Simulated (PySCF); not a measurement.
Basis-set dependence of CF⁺ at PBE

PySCF, UKS reference; singlet, unpaired electrons none; De to C⁺ + F without counterpoise correction.

```json
{"basis": "STO-3G", "relativity": "no relativity", "functions": "10", "Re (Å)": "1.277", "ωe (cm⁻¹)": "1520", "De (eV)": "9.61", "μ (D)": "-0.94"}
{"basis": "aug-cc-pVDZ", "relativity": "no relativity", "functions": "46", "Re (Å)": "1.180", "ωe (cm⁻¹)": "1655", "De (eV)": "8.30", "μ (D)": "-1.01"}
{"basis": "pcseg-2", "relativity": "no relativity", "functions": "60", "Re (Å)": "1.169", "ωe (cm⁻¹)": "1707", "De (eV)": "8.52", "μ (D)": "-0.96"}
{"basis": "def2-TZVPPD", "relativity": "no relativity", "functions": "77", "Re (Å)": "1.170", "ωe (cm⁻¹)": "1702", "De (eV)": "8.50", "μ (D)": "-0.96"}
```

(1) How does each smaller set differ from the one with most functions, def2-TZVPPD?

A positive dipole points towards F; it is taken about the centre of mass and depends on that origin. For an ion De counts to the pair picked by the measured ionisation energies or electron affinities, which need not be the lowest pair at this level. STO-3G is very small, so such numbers show the basis as much as the molecule.

## Answers

(1) STO-3G: +10.7 pm, -10.7 % in ωe, +1.11 eV in De; aug-cc-pVDZ: +1.0 pm, -2.8 % in ωe, -0.20 eV in De; pcseg-2: -0.1 pm, +0.3 % in ωe, +0.02 eV in De. All at PBE; the set with most functions is neither the basis-set limit nor always the best.
